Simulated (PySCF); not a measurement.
Compound: C₅H₁₀S.
SMILES: `C1(S)CCCC1`

The closed-shell ground state was solved at several levels (PySCF, density fitting, gas phase, non-relativistic). Geometry: PBE0-D3(BJ)/def2-TZVP, one conformer, isolated molecule.

```json
{"level": "PBE0/pcSseg-2", "basis functions": "363", "HOMO (eV)": "-6.69", "LUMO (eV)": "0.26", "gap (eV)": "6.95", "dipole (D)": "1.91"}
{"level": "KT3/pcSseg-2", "basis functions": "363", "HOMO (eV)": "-5.55", "LUMO (eV)": "-0.61", "gap (eV)": "4.94", "dipole (D)": "1.82"}
{"level": "B97-2/pcSseg-2", "basis functions": "363", "HOMO (eV)": "-6.44", "LUMO (eV)": "0.29", "gap (eV)": "6.73", "dipole (D)": "1.90"}
```

Question: Estimate the row for wB97X-D/pcSseg-2, a basis of 363 functions; the other rows only guide the guess.

Answer: HOMO -8.57 eV, LUMO 1.97 eV, gap 10.54 eV, dipole 1.93 D.

Question: Over all these levels, which gives the widest orbital gap and which the narrowest?

Answer: wB97X-D/pcSseg-2 (range-separated hybrid) has the widest, 10.54 eV, and KT3/pcSseg-2 (GGA) the narrowest, 4.94 eV. From the narrowest to the widest the HOMO moves by -3.02 eV and the LUMO by +2.58 eV.

Question: In the pcSseg-2 basis, how does the gap go with the fixed share of exact exchange?

Answer: KT3 (0 %) 4.94 eV; B97-2 (21 %) 6.73 eV; PBE0 (25 %) 6.95 eV. Each rise in the share widens the gap here.

Question: How far do the dipole and the HOMO energy spread over the levels?

Answer: The dipole runs from 1.82 to 1.93 D (mean 1.89 D) and the HOMO from -8.57 to -5.55 eV.
